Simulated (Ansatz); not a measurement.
**Pulling the pair apart**

The pair of H2S (SMILES S, atoms 1–3) and CH3F (SMILES CF, atoms 4–8), both closed shells, in one local arrangement (a lower one may exist), relaxed at PBE0-D4/def2-TZVP:

```tsv
atom	x (Å)	y (Å)	z (Å)
S1	-0.2115	0.5467	-2.4538
H2	-0.4813	-0.4164	-1.5569
H3	1.0160	0.0609	-2.6909
C4	-0.0445	0.0144	1.3753
F5	-0.4635	-1.0794	0.6400
H6	-0.8457	0.3066	2.0567
H7	0.1842	0.8314	0.6882
H8	0.8463	-0.2641	1.9414
```

CH3F is shifted rigidly along the line between the mean atom positions of the two fragments (negative: closer). Counterpoise interaction energies in kJ/mol. Computed with Ansatz 0.2.0 (basis: def2-TZVPPD); correlated methods freeze the cores.

```csv
shift (Å),PBE-D4,r2SCAN-D4,wB97M-V
-0.35,-6.0,-5.2,-3.9
-0.18,-9.2,-8.5,-7.7
0.00,-10.1,-9.2,-8.8
0.18,-9.7,-8.8,-8.5
0.42,-8.3,-7.5,-7.3
0.88,-5.6,-4.9,-4.9
1.75,-2.4,-2.2,-2.2
3.50,-0.6,-0.6,-0.6
```

Question: What does CCSD(T) give at these shifts? (An estimate is asked for; the value comes from the calculation.)

Answer: The calculation gives: -1.9, -6.4, -7.9, -8.0, -7.1, -4.8, -2.2, -0.6 kJ/mol. For zero shift, CCSD(T) at an estimated basis limit (MP2 extrapolated from triple and quadruple zeta, plus CCSD(T) − MP2 in triple zeta) gives -9.2 kJ/mol. These are counterpoise interaction energies, counted from the two frozen fragments.

The T1 diagnostic stays at or below 0.011.

For scale, one of the runs: CCSD(T)/def2-TZVPPD, 213 basis functions, launched by `ansatz run in.yaml --threads 4 --pin off --events-out ev --progress --plain --max-ram 9574MiB`. Time: 49 s of wall clock on 4 CPU threads of an Arm Neoverse V1; the host was shared. Peak host memory: 3 GiB.
